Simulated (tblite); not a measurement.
Compound: C4H4NO (doublet state).
Bonds: C1–C2, C2–C3 (aromatic), C3–N4 (aromatic), N4–O5 (aromatic), O5–C6 (aromatic), C2–C6 (aromatic). Hydrogens: H7, H8 on C1; H9 on C3; H10 on C6.
Bond orders are those of one Lewis drawing.

Computed with GFN2-xTB (tblite), gas phase: L-BFGS steps from a force-field or distance-geometry start until the largest atomic force falls under 0.01 eV/Å.

Step 12: E = -474.9107 eV
```
atom  x, y, z in Å  |  force x, y, z in eV/Å
C1      1.6065    0.3012   -0.0796    0.064  -0.032  -0.041
C2      0.1858    0.1140   -0.0223    0.075  -0.039   0.140
C3     -0.4910   -1.1538   -0.0229    0.039   0.075  -0.111
N4     -1.7759   -0.9961    0.0570    0.078   0.054   0.079
O5     -2.0174    0.3268    0.1161   -0.082   0.024  -0.076
C6     -0.8583    0.9980    0.0716   -0.115  -0.071   0.084
H7      2.2093    0.4034    0.8025   -0.161   0.207   0.094
H8      2.1324    0.0681   -0.9836    0.007  -0.111  -0.137
H9     -0.0424   -2.1276   -0.0580   -0.070   0.053  -0.044
H10    -0.9400    2.0706    0.0967    0.165  -0.160   0.012
```

Step 13: E = -474.9189 eV
```
atom  x, y, z in Å  |  force x, y, z in eV/Å
C1      1.6050    0.3063   -0.0791    0.172  -0.090  -0.044
C2      0.1880    0.1011   -0.0238    0.062   0.122   0.126
C3     -0.4972   -1.1594   -0.0333    0.039   0.057  -0.044
N4     -1.7799   -0.9957    0.0591    0.032   0.046   0.019
O5     -2.0137    0.3263    0.1185   -0.171   0.096  -0.046
C6     -0.8534    0.9923    0.0738   -0.060  -0.107   0.111
H7      2.2151    0.4464    0.7943   -0.252   0.229   0.100
H8      2.1455    0.0614   -0.9719   -0.036  -0.148  -0.162
H9     -0.0703   -2.1393   -0.0647    0.044  -0.039  -0.067
H10    -0.9303    2.0652    0.1046    0.172  -0.165   0.007
```

Step 14: E = -474.9316 eV
```
atom  x, y, z in Å  |  force x, y, z in eV/Å
C1      1.6050    0.3137   -0.0794    0.265  -0.166  -0.026
C2      0.1927    0.0834   -0.0236    0.037   0.290   0.069
C3     -0.5057   -1.1669   -0.0502    0.031   0.006   0.078
N4     -1.7851   -0.9946    0.0626   -0.036   0.015  -0.099
O5     -2.0106    0.3267    0.1214   -0.212   0.154   0.021
C6     -0.8471    0.9818    0.0792    0.047  -0.112   0.137
H7      2.2177    0.5166    0.7836   -0.374   0.243   0.044
H8      2.1637    0.0473   -0.9565   -0.094  -0.196  -0.137
H9     -0.1118   -2.1571   -0.0764    0.186  -0.127  -0.098
H10    -0.9099    2.0538    0.1168    0.152  -0.109   0.009
```

Task: Estimate the geometry and energy of step 15. (The exact step hangs on the optimiser's Hessian estimate; all steps are aligned on step 14, rigid shifts and turns removed.)

Result: E = -474.9491 eV, largest force 0.578 eV/Å
```
atom  x, y, z in Å  |  force x, y, z in eV/Å
C1      1.6072    0.3250   -0.0803    0.295  -0.260   0.024
C2      0.2008    0.0622   -0.0213    0.004   0.384  -0.023
C3     -0.5164   -1.1772   -0.0733    0.027  -0.066   0.247
N4     -1.7915   -0.9935    0.0662   -0.102  -0.025  -0.266
O5     -2.0089    0.3283    0.1253   -0.155   0.172   0.118
C6     -0.8389    0.9656    0.0897    0.183  -0.050   0.161
H7      2.2113    0.6202    0.7690   -0.522   0.213  -0.129
H8      2.1846    0.0213   -0.9368   -0.148  -0.231  -0.021
H9     -0.1667   -2.1824   -0.0953    0.333  -0.153  -0.134
H10    -0.8727    2.0352    0.1343    0.085   0.017   0.022
```

The energy changes by -0.0175 eV. The first-order estimate −F·Δx gives -0.0244 eV and the mean of the old and new forces, exact on a quadratic surface, -0.0169 eV. The step makes an angle of 78° with the force vector and moves no atom by more than 0.105 Å.

What follows is the cost of the whole relaxation. On an Arm Neoverse V2 with one thread, no GPU, shared host with 96 logical CPUs at a one-minute load of 56, this took 0.15 s wall.
